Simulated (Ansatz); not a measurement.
What does this script print? It uses the Ansatz DFT code, driven from Python.

The script, `c5h8cl_disp.py`:
```python
# -*- coding: utf-8 -*-
"""Dispersion corrections for C5H8Cl."""

import ansatz as az
from ase import Atoms

atoms = Atoms(["C", "C", "C", "Cl", "C", "C", "H", "H", "H", "H", "H", "H", "H", "H"], positions=[
    (2.067, -0.0059, 1.0329),
    (1.3204, -0.8141, -0.0198),
    (0.1207, -0.0715, -0.5269),
    (0.3621, 1.2475, -1.6754),
    (-1.1003, -0.4003, -0.0746),
    (-2.345, 0.308, -0.5201),
    (1.3933, 0.2258, 1.8849),
    (2.4506, 0.9405, 0.5957),
    (2.9249, -0.6002, 1.4103),
    (1.9969, -1.0693, -0.863),
    (-1.2038, -1.2104, 0.643),
    (-3.2287, -0.1367, -0.0165),
    (-2.2872, 1.3841, -0.2522),
    (-2.4708, 0.2025, -1.6183),
])
geometry = az.Crystal.molecule_from_ase(atoms)

calc = (
    geometry.calculation()
    .basis(gaussian="def2-SVP")
    .spin("collinear", total=1)
)
for name in ["blyp", "r2scan"]:
    for correction in ("d3bj", "d4"):
        report = calc.functional(name, dispersion=correction).run(threads=1, pin="off").report
        print(f"{name:8s} {correction:5s} total {report['free_energy_ev']:.5f} eV, of which dispersion {1000 * report['dispersion']['energy']['ev']:.2f} meV")
```

```console
$ python c5h8cl_disp.py
blyp     d3bj  total -17825.52312 eV, of which dispersion -703.51 meV
blyp     d4    total -17825.52579 eV, of which dispersion -706.17 meV
DeckWarning: the engine holds no damping parameters fitted to this dispersion correction and functional, so the run takes those fitted to r2scan beside the three-body term, which d3bj leaves out (hamiltonian.dispersion, under Limitations)
r2scan   d3bj  total -17824.15914 eV, of which dispersion -97.25 meV
r2scan   d4    total -17824.14500 eV, of which dispersion -83.11 meV
```
(Warnings from the package without file and line.)

What to keep in mind:
- Total energies depend on the basis set; only differences at equal settings carry meaning.
- The geometry is a force-field or estimated start, not a minimum of this method, and the basis set is short of its limit. D4 holds the three-body term, and d3bj doesn't.
- The run takes the species as open-shell (spin multiplicity 2), which needn't be its ground state.
- A dispersion term here runs with damping parameters fitted for another variant or functional.
- Run time: 50 s on 1 thread of Arm Neoverse V1, on a shared host, peak memory 0.34 GiB.
